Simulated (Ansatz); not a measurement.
The input, for Ansatz 0.2.0:

```yaml
crystal:
  periodic: [false, false, false]
  atoms:
    - {symbol: Be, position_ang: [0.000000, 0.000000, 0.000000]}
    - {symbol: Na, position_ang: [0.000000, 0.000000, 2.819600]}
basis:
  gaussian: {orbitals: def2-SVP}
magnetization: {spin_polarized: false, initial_magnetization: 3}
correlation: {method: fic_mrcisd_q_relaxed, electrons: valence, active_space: {window: {electrons: 3, orbitals: 5}}}
```

```sh
$ ansatz run in.yaml --threads 1 --pin off --events-out ev --progress --plain --max-ram 2393MiB
```

The program prints:

```
263 factors; integrals over basis functions are off by at most 2.7e-4 eV
mean field evaluation 1: about -4795.4215 eV, gradient 5.8e0 eV
mean field evaluation 2: about -4795.4889 eV, gradient 5.9e0 eV
mean field evaluation 4: about -4797.0962 eV, gradient 6.1e-1 eV
mean field evaluation 8: about -4797.1104 eV, gradient 2.5e-1 eV
mean field evaluation 16: about -4797.0179 eV, gradient 1.4e0 eV
mean field evaluation 32: about -4797.1149 eV, gradient 5.0e-2 eV
mean field evaluation 64: about -4796.6011 eV, gradient 3.7e-1 eV
mean field evaluation 96: about -4797.1149 eV, gradient 4.4e-2 eV
mean field evaluation 128: about -4796.5264 eV, gradient 1.2e0 eV
mean field evaluation 160: about -4797.1149 eV, gradient 3.0e-6 eV
mean field -4797.11489828 eV, -176.2907209106 hartree, gradient 3.4e-6 eV, S^2 3.750000; 14 other end points of the search recorded, 0 dependent functions left out
reference -4797.11489828 eV, -176.2907209106 hartree; 9, 6 occupied and 15, 18 virtual orbitals, 263 factors
state -4797.26787801 eV, -176.2963428120 hartree
contracted CI cycle   1: correlation 0.00000000 eV, 0.0000000000 hartree, residual 2.75e0 eV
contracted CI cycle   2: correlation -0.14400627 eV, -0.0052921328 hartree, residual 8.73e-1 eV
contracted CI cycle   3: correlation -0.15694544 eV, -0.0057676387 hartree, residual 2.80e-1 eV
contracted CI cycle   4: correlation -0.15896365 eV, -0.0058418064 hartree, residual 1.11e-1 eV
contracted CI cycle   5: correlation -0.15938137 eV, -0.0058571573 hartree, residual 6.14e-2 eV
contracted CI cycle   6: correlation -0.15952612 eV, -0.0058624768 hartree, residual 3.41e-2 eV
contracted CI cycle   7: correlation -0.15954545 eV, -0.0058631870 hartree, residual 1.19e-2 eV
contracted CI cycle   8: correlation -0.15954852 eV, -0.0058633000 hartree, residual 4.16e-3 eV
contracted CI cycle   9: correlation -0.15954889 eV, -0.0058633137 hartree, residual 1.44e-3 eV
state -4797.26787801 eV, -176.2963428120 hartree; corrected -4797.42882804 eV, -176.3022576164 hartree
Total energy: -4797.42882804 eV, -176.3022576164 hartree
```

Natural occupations: 1.0000 0.9806 0.9806 0.0194 0.0194.

Ran on 1 thread of AMD EPYC 7B13, shared host: 1.3 s wall, 0.18 GiB peak host memory.
